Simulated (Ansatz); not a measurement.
# One element changed: vertical spin gaps of Si–CH$_{2}$, Ge–CH₂

Ansatz 0.2.0, basis cc-pVDZ; geometries are PBE0/def2-TZVP minima. Wave-function levels freeze the cores with the filled d shells of p-block atoms; HF, MP2 and coupled cluster are restricted for singlets and unrestricted otherwise, restricted open-shell where a d shell is frozen, Kohn–Sham unrestricted where that lies lower. MRCISD+Q stands on CASSCF in the full valence space. The reference is CCSDT(Q) or CCSDTQ (coupled cluster only where its series has nearly closed). Semilocal and hybrid functionals correlate all electrons outside any core potential and usually lie nearer their basis limit than the reference, so part of their error here is the reference's basis and frozen-core error; RPA and the MP2 part of double hybrids freeze the same cores as the reference. An error is the level's value less the reference. None of these values is a measured one. Energies are electronic, without zero-point terms. No spin–orbit coupling and no scalar relativity. The set is small: such energies can lie up to about 0.3 eV from the limit, spin gaps mostly less, so near ties and functionals' places can change in larger sets. The species are chosen: bound, without strong static correlation by their natural occupations or amplitudes, in their lowest spin state as far as vertical gaps and like structures tell, and with a ladder that closes on the reference, so errors are smaller than for species at large; levels whose determinant breaks symmetry or spin markedly are left out.

```csv
species,bonds (Å),quantity,symmetry of the states,reference,value (eV),error CCSD(T),error MRCISD+Q,error PBE,error r2SCAN,error B2PLYP
"Si–CH2, singlet","C–Si 1.702, C–H 1.090, angles at C 113/123°","triplet less singlet, vertical",A1 / A2,CCSDT(Q),1.973,-0.013,-0.027,-0.027,-0.236,-0.050
"Ge–CH2, singlet","C–Ge 1.786, C–H 1.089, angles at C 114/123°","triplet less singlet, vertical",A1 / A2,CCSDTQ,1.758,-0.013,-0.023,-0.016,-0.269,-0.059
```

The reference falls from Si to Ge, by 0.215 eV in all.
